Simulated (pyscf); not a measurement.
Thermochemistry of product channels of `[SiH3][AsH][SiH3]` + `[H]` [doublet] on the doublet surface, in kJ/mol, from ωB97M-D3(BJ)/def2-TZVP energies (ideal gas, 1 atm, RRHO with modes under 100 cm⁻¹ raised to 100, one conformer, R ln 2 for chiral ones without a mode under 150 cm⁻¹). PySCF, gas phase, ωB97X-D3(BJ)/def2-SVP geometries.

```tsv
products	ΔE	ΔH(298 K)	ΔG(600 K)	ΔG(1200 K)
`[SiH3][As][SiH3]` [doublet] + `[H][H]`	?	-126.1	-134.0	-139.3
`[SiH4]` + `[SiH3][AsH]` [doublet]	?	-109.1	-127.6	-135.2
```

Complete the blanks.


- `[SiH3][As][SiH3]` [doublet] + `[H][H]`, ΔE: -132.1
- `[SiH4]` + `[SiH3][AsH]` [doublet], ΔE: -117.6

These are energies of the channels, which say nothing of barriers. Elements up to Kr have no core potential and no relativistic terms here.
